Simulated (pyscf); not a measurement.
germylene (GeH₂) [singlet] + hydrogen chloride (HCl) → Cl–GeH: [singlet] + hydrogen (H₂) (four-centre exchange; singlet surface; Ge–H, Cl–H broken, Cl–Ge, H–H formed). Optimised with ωB97X-D3(BJ)/def2-SVP in PySCF. Energies in kcal/mol from the separated reactants.

```json
[
 {"level": "PBE/def2-TZVP", "barrier": "-10.0", "reaction energy": "-27.8"},
 {"level": "B3LYP-D3(BJ)/def2-TZVP", "barrier": "-4.3", "reaction energy": "-27.6"},
 {"level": "PBE0-D3(BJ)/def2-TZVP", "barrier": "-7.0", "reaction energy": "-26.5"},
 {"level": "M06-2X/def2-TZVP", "barrier": "?", "reaction energy": "?"},
 {"level": "ωB97M-D3(BJ)/def2-TZVP", "barrier": "-1.1", "reaction energy": "-25.3"},
 {"level": "HF/def2-TZVP", "barrier": "?", "reaction energy": "-22.3"}
]
```

Task: Some entries are withheld; supply them.

Result: 
- M06-2X/def2-TZVP, barrier: -2.3
- M06-2X/def2-TZVP, reaction energy: -28.7
- HF/def2-TZVP, barrier: 15.9

On the reactant side the descent ends in a bound adduct, 9.3 kcal/mol under the separated species and 6.1 kcal/mol under the saddle at ωB97X-D3(BJ)/def2-TZVP. At PBE, B3LYP-D3(BJ), PBE0-D3(BJ), M06-2X, ωB97M-D3(BJ) the saddle lies under the separated reactants, which points to a path from their complex (located at ωB97X-D3(BJ) alone). At ωB97X-D3(BJ)/def2-TZVP the barrier from the zero used here is -3.2 kcal/mol. This is the saddle that the search found; another between the same sides may lie lower. Elements up to Kr have no core potential and no relativistic terms here.
